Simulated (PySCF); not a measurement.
# C5H4F: g tensor and hyperfine couplings

Species: C₅H₄F (doublet state).
Z-matrix (Å and degrees, GFN2-xTB geometry), rows numbered from 1:
```
F 
C   1  1.3261
C   2  1.4171  1  124.78
C   3  1.3646  2  106.16  1   179.99
C   4  1.4569  3  108.62  2     0.02
C   5  1.3646  4  108.60  3    -0.00
H   3  1.0717  2  125.45  1     0.01
H   4  1.0734  3  126.91  2   179.90
H   5  1.0735  4  124.47  3  -179.98
H   6  1.0716  2  125.48  1     0.02
```

As a line formula: `C1C=C[C](C=1)F` [radical].

Method: UKS B3LYP, pcH-1 on C F H, non-relativistic, mean-field spin-orbit, GIAO in PySCF. Isolated species at its GFN2-xTB geometry, gas phase. A GFN2-xTB geometry isn't a minimum of the functional, and hyperfine couplings can be far from their values at a DFT geometry. The SCF solution wasn't tested for stability.

- g1, g2, g3: 2.00211, 2.00347, 2.00408
- g_iso: 2.00322
- Form of g: rhombic: the two nearest values differ by 31 % of g3 − g1
- ⟨S²⟩: 0.7630 (exact 0.7500)
- α and β electrons: 22, 21

Hyperfine couplings atom by atom, in 10⁻⁴ cm⁻¹; T1 to T3 are the principal values of the dipolar part; ρ(0) is the spin density at the nucleus (1 × 10⁻⁴ cm⁻¹ = 2.998 MHz):

| atom | isotope | a_iso | T1 | T2 | T3 | Mulliken spin population | ρ(0) (bohr⁻³) |
| --- | --- | --- | --- | --- | --- | --- | --- |
| F1 | 19F | 33.5 | -63.9 | -57.1 | 121.0 | 0.06 | 0.0239 |
| C2 | 13C | 16.3 | -15.6 | -15.6 | 31.2 | 0.51 | 0.0435 |
| C3 | 13C | -8.6 | -2.4 | 1.1 | 1.3 | -0.09 | -0.0229 |
| C4 | 13C | 5.5 | -9.0 | -8.4 | 17.4 | 0.32 | 0.0146 |
| C5 | 13C | 5.4 | -9.0 | -8.4 | 17.4 | 0.32 | 0.0145 |
| C6 | 13C | -8.6 | -2.3 | 1.1 | 1.3 | -0.09 | -0.0228 |
| H7 | 1H | 0.5 | -1.2 | -0.4 | 1.6 | 0.00 | 0.0003 |
| H8 | 1H | -7.7 | -4.7 | -0.7 | 5.4 | -0.01 | -0.0052 |
| H9 | 1H | -7.7 | -4.7 | -0.7 | 5.4 | -0.01 | -0.0052 |
| H10 | 1H | 0.5 | -1.2 | -0.4 | 1.6 | 0.00 | 0.0003 |

The Mulliken spin populations are largest on C2 (+0.51), C4 (+0.32), C5 (+0.32) and C3 (-0.09). Three atoms exceed +0.15. The angles at C2 add up to 360.0°, so it is planar.

The SMILES `F[C]1C=CC=C1` draws the unpaired electron on C2, whose computed spin population is only +0.51.

Axes: g1 is normal to the molecular plane, g2 points within 1° of the F1–C2 bond and g3 points within 1° of the C4–C5 bond.

Under fast tumbling the dipolar parts average out, and these isotropic splittings remain: 1 × 19F (F1, I = 1/2, 2 lines) with 3.58 mT, 2 × 1H (H8/H9, I = 1/2, 3 lines) with 0.83 mT and 2 × 1H (H7/H10, I = 1/2, 3 lines) with 0.06 mT.

The 13C coupling of C2 (48.9 MHz) shows only in satellite lines or after enrichment, since that isotope makes up about 1.07 % of natural carbon.
